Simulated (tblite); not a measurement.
C4H3ClF (doublet state).
SMILES with atom numbers: `[CH2:1]=[C:2]1[C:3]([Cl:4])[C@@H:5]1[F:6]` (hydrogens: H7, H8 on C1; H9 on C5)

All values are computed: GFN2-xTB (tblite) harmonic vibrations without scaling, gas phase. This tight-binding method is rough: wavenumbers can miss measured ones by several per cent, in bad cases by 10 to 20. Open shells enter through the occupations alone, without spin polarisation, and single modes of such species can be off by tens of per cent.

Harmonic wavenumbers (cm⁻¹): 98.9, 181.5, 196.8, 333.4, 434.6, 521.8, 543.6, 580.6, 772.0, 824.9, 925.7, 968.2, 1001.0, 1158.2, 1241.0, 1305.2, 1419.0, 1742.1, 2983.9, 3110.0, 3144.9.

A = 4011, B = 2119, C = 1463 MHz; mass 104.991 u (most abundant isotopes); point group C1, symmetry number 1; spin multiplicity 2.

**Question.** Zero-point energy?

**Answer.** Half the sum of the wavenumbers: 11744 cm⁻¹ = 33.58 kcal/mol.

**Question.** Entropy at 298.15 K, 1 bar (ideal gas, RRHO, classical rotation)?

**Answer.** Translation 39.89, rotation 27.65, vibration 12.56, spin (R ln 2) 1.38: S = 81.5 cal/(mol K).

**Question.** And Cp and H(298.15 K) − H(0)?

**Answer.** Cp = 23.29 cal/(mol K), of which vibrations give 15.35 (their classical limit is 21 R = 41.7); H(298.15 K) − H(0) = 4.54 kcal/mol without the zero-point energy, 2.17 from vibrations.

**Question.** Which modes carry the vibrational entropy at 298.15 K?

**Answer.** 98.9 cm⁻¹: 3.48; 181.5 cm⁻¹: 2.31; 196.8 cm⁻¹: 2.16; 333.4 cm⁻¹: 1.24; 434.6 cm⁻¹: 0.84; 521.8 cm⁻¹: 0.61 cal/(mol K); the other 15 give 1.92 together.

**Question.** What must be added to the electronic energy to get the Gibbs energy at 298.15 K and 1 bar?

**Answer.** ZPE + [H(298.15 K) − H(0)] − T·S = 33.58 + 4.54 − 24.29 = 13.83 kcal/mol.

**Question.** How do the functions run with temperature in this model?

**Answer.** 
| T (K) | S (cal/(mol K)) | Cp (cal/(mol K)) | H − H(0) (kcal/mol) | G − H(0) (kcal/mol) | ln q(vib) |
| --- | --- | --- | --- | --- | --- |
| 50 | 55.3 | 9.5 | 0.42 | -2.35 | 0.07 |
| 100 | 62.9 | 12.5 | 0.97 | -5.31 | 0.42 |
| 373.15 | 87.1 | 26.7 | 6.42 | -26.07 | 3.59 |
| 500 | 95.6 | 31.4 | 10.13 | -37.67 | 5.17 |
| 750 | 109.5 | 37.2 | 18.77 | -63.38 | 8.16 |
| 1000 | 120.8 | 40.7 | 28.55 | -92.22 | 10.89 |

q(vib) and H(0) count from the zero-point level.

**Question.** Blend soft modes into free rotors: weight 1/[1 + (100 cm⁻¹/ν̃)⁴] for the oscillator and the rest for a rotor with moment μB/(μ + B), μ = h/(8π²ν), B = 10⁻⁴⁴ kg m². What vibrational entropy results?

**Answer.** 12.26 cal/(mol K) in place of 12.56, which changes −T·S at 298.15 K by +0.09 kcal/mol.

Hindered rotation and anharmonicity are outside this model. The structure is chiral; the term R ln 2 for an equal mix with its mirror image is left out.
